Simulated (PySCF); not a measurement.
**HF+: from the state search to spectroscopic constants**

An exercise on one series of results from a longer session: the logs are not shown, and one member is left open.

The runs use PySCF 2.14.0; H aug-pcseg-1, F aug-pcseg-1, no relativity.

The first run:

The job is set up so:

| Item | Value |
| --- | --- |
| atoms | H, F |
| charge | 1 |
| basis | H aug-pcseg-1, F aug-pcseg-1 |
| Hamiltonian | no relativity |
| basis functions | 32 |
| electrons treated | 9 |
| masses in u | 1.0078, 18.9984 |
| levels | PBE0, PBE, r²SCAN, M06-L, TPSSh, BLYP, HF, MP2, SCS-MP2, CCSD, CCSD(T) |
| grid | 80 radial by 434 angular points |
| occupations | held fixed by the projection of orbital angular momentum |
| dissociation limit | H+ + F, each in its ground configuration |
| starting distance in angstrom | 1.035 |
| values of 2S to try | 1, 3 |

Command:

```bash
OMP_NUM_THREADS=1 python dia.py task.json out
```

Steps of the session up to this table: Input; The PBE0 curve of the state that the search chose; PBE; r²SCAN (meta-GGA); M06-L; TPSSh (hybrid meta-GGA); BLYP (GGA); UHF (mean field); MP2 and coupled cluster.

One table of the session follows, with a row left open; its other results are not shown here.

Energy (eV) from each level's lowest point:

```
R (Å)    UHF  UHF-MP2  UHF-SCS-MP2  UHF-CCSD  UHF-CCSD(T)
0.876  0.308    0.416        0.413       n/a          n/a
0.917  0.111    0.180        0.178     0.182        0.187
0.958      ?        ?            ?         ?            ?
0.988  0.000    0.008        0.008     0.009        0.010
1.019  0.016    0.000        0.000     0.000        0.000
1.050  0.058    0.020        0.020     0.020        0.018
1.090  0.145    0.079        0.081     0.079        0.075
1.141  0.288    0.192        0.195     0.193        0.186
1.202  0.491    0.365        0.369     0.366        0.356
1.284  0.784    0.629        0.636       n/a          n/a
```

Q: Estimate the row for R (Å) = 0.958 from the others.

Worked estimate for «UHF». A straight line through the neighbours (0.917, 0.111) and (0.988, 0.000) gives 0.111 + (0.000 − 0.111) × (0.958 − 0.917) / (0.988 − 0.917) = 0.047; a parabola fitted to 4 rows on both sides gives 0.014.

**Answer.** UHF: 0.018; UHF-MP2: 0.052; UHF-SCS-MP2: 0.050; UHF-CCSD: 0.052; UHF-CCSD(T): 0.055. In «UHF» the line misses by +0.029 and the parabola by -0.004.
